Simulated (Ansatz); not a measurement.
We consider fcc Au, described by PBEsol in Ansatz (PAW).

Run with plane-wave cutoff 500 eV, 24×24×1 k mesh (along the axes of the cell as run), Fermi–Dirac smearing 0.1 eV, scalar-relativistic PAW data made under PBE.

### Question
Estimate the surface energy of the (111) face and work function of the (111) face that the calculation returns.

### Answer

surface energy of the (111) face: 1.00 J/m²
work function of the (111) face: 5.31 eV

The slab of 6 atoms is relaxed and unreconstructed.

Spin–orbit coupling is not included; it can shift volumes and moduli of such heavy elements.

Static lattice: no zero-point or thermal effects.

Ansatz is a program for electronic structure.
